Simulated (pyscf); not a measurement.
Thermochemistry of product channels of F–GeH•–F + NH₃ on the doublet surface, in kcal/mol, from ωB97M-D3(BJ)/def2-TZVP energies (ideal gas, 1 atm, RRHO with modes under 100 cm⁻¹ raised to 100, one conformer, R ln 2 for chiral ones without a mode under 150 cm⁻¹). Single points on ωB97X-D3(BJ)/def2-SVP structures (PySCF, gas phase).

```json
[
 {"products": "H₂N–Ge•(F)–F + H₂", "ΔE": "-1.8", "ΔH(298 K)": "-4.8", "ΔG(900 K)": "-1.8", "ΔG(1200 K)": "-1.7"},
 {"products": "F–GeH₂–F + NH₂•", "ΔE": "+26.3", "ΔH(298 K)": "+22.7", "ΔG(900 K)": "+23.9", "ΔG(1200 K)": "+24.0"},
 {"products": "•HN–GeH(F)–F + H₂", "ΔE": "+29.0", "ΔH(298 K)": "+23.2", "ΔG(900 K)": "+25.9", "ΔG(1200 K)": "+25.6"}
]
```

These are energies of the channels, which say nothing of barriers. Elements up to Kr have no core potential and no relativistic terms here.
